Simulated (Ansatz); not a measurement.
Z-matrix (Å, degrees):
```
Si
O 1 1.506
O 1 1.506 2 180.0
```

The species carries charge 0 and has multiplicity 1.

**Question.** List the r2SCAN/def2-TZVPP orbital energies in eV (Ansatz). (An estimate is asked.)

**Answer.** Computed: Occupied: -1793.15, -516.53, -516.53, -143.65, -98.59, -98.59, -98.33, -26.16, -25.51, -11.87, -10.03, -9.74, -9.74, -8.73, -8.73. Lowest empty: -4.17, -1.20, -1.20, 3.33, 4.46, 4.88, 4.88, 5.07.
